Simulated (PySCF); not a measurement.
Gas-phase reaction: 3 ethylsilane = 3 SiH₄ + C₄H₁₀ (isobutane) + C₂H₂ (acetylene)

Computed with PySCF (xtb for GFN2) and rigid-rotor harmonic-oscillator thermochemistry at 1 bar. † marks an energy on the PBE0/def2-TZVP geometry and frequencies; other levels use their own. MP2 and CCSD(T) freeze the core. All species are closed-shell singlets. MP2 isn't extrapolated to the basis-set limit; its ΔH°(298 K) is 285.4 kJ in def2-SVP and 297.7 kJ in def2-TZVPP. CCSD(T) isn't extrapolated to the basis-set limit. The harmonic model lacks anharmonicity and excited electronic states, which grow with temperature; levels with a mode under 35 cm⁻¹ are left out. Internal rotation in ethylsilane, C₄H₁₀ (isobutane) is treated as a harmonic vibration of one conformer, which makes the entropy rough.

| level | ΔE electronic, kJ | ΔH°(298 K), kJ | ΔS°(298 K), J/K | ΔG°(1400 K), kJ |
|---|---|---|---|---|
| BLYP/def2-TZVP† | 282 | 244 | 213 | -48 |
| CCSD(T)/def2-SVP† | 310 | 272 | 213 | -20 |
| GFN2-xTB | 201 | 163 | 215 | -136 |
| HF/def2-TZVP† | 285 | 247 | 213 | -45 |
| MP2/def2-TZVPP† | 336 | 298 | 213 | 6 |
| PBE/def2-TZVP† | 349 | 312 | 213 | 20 |
| PBE0/def2-TZVP | 368 | 330 | 213 | 38 |
| ωB97M-V/def2-TZVP† | 345 | 307 | 213 | 15 |
ΔH° is lowest at GFN2-xTB and highest at PBE0/def2-TZVP. No reference value is set beside these.
